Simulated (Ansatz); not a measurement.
# Redistribution: C2H3F + CH4S → C2H4S + CH3F

Species: C2H3F `C=CF`, singlet; CH4S (methanethiol) `CS`, singlet; C2H4S `C=CS`, singlet; CH3F (fluoromethane) `CF`, singlet. The partners trade F for SH; both sit on C, so the bond types are kept.

Shapes, held fixed at every level: PBE0-D4/def2-TZVP. Flexible molecules stand in one conformer, not always the lowest. Programs: Ansatz 0.2.0. Electronic energies: no zero-point or thermal term.

```csv
level,kind,ΔE (kJ/mol),less CCSD(T)/CBS estimate,CPU time (sum over the molecules)
PBE-D4/def2-TZVPP,GGA,+9.2,+1.3,8 s
r2SCAN-D4/def2-TZVPP,meta-GGA,+9.7,+1.8,15 s
B3LYP-D4/def2-TZVPP,global hybrid,+7.4,-0.5,10 s
B2PLYP/def2-TZVPP,double hybrid,+8.5,+0.6,13 s
MP2/def2-TZVPP,perturbation theory,+6.1,-1.8,–
CCSD(T)/def2-TZVPP,coupled cluster or CI,+8.8,+0.9,51 s
CCSD(T)/CBS estimate,coupled cluster or CI,+7.9,0.0,1.8 min
```

The highest level, CCSD(T)/CBS estimate, gives ΔE = +7.9 kJ/mol; the levels span +6.1 to +9.7. The column of differences is taken from that level and isn't an error. No measured value is set beside it here. The CBS estimate extrapolates MP2 from def2-TZVPP and def2-QZVPP and adds CCSD(T) − MP2 in the triple-zeta set, cores frozen. Times are processor times on shared x86 and Arm servers, and rough.
